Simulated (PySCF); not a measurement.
CH3O, SMILES C[O] (connectivity only; charge and spin as stated), charge -1, multiplicity 1.

Geometry: B3LYP-D3(BJ)/def2-TZVPD. The spin state was assumed, not searched. The isomer is the one that the SMILES or the coordinates give; other isomers of the formula were not compared.

Computed with PBE/def2-TZVPD in PySCF.

Symmetry labels are those of the subgroup Cs that the program uses (full group C3v).

Question: List the valence orbital energies around the gap with their symmetry. (Estimate from the structure and the level; the computed values follow.)

Answer: 
| orbital | symmetry | energy (eV) |
|---|---|---|
| HOMO−7 | A' | -263.55 |
| HOMO−6 | A' | -16.33 |
| HOMO−5 | A' | -9.01 |
| HOMO−4 | A' | -3.64 |
| HOMO−3 | A" | -3.64 |
| HOMO−2 | A' | -2.15 |
| HOMO−1 | A' | 2.05 |
| HOMO | A" | 2.05 |
| LUMO | A' | 4.21 |
| LUMO+1 | A' | 5.53 |
| LUMO+2 | A' | 5.64 |
| LUMO+3 | A" | 5.64 |
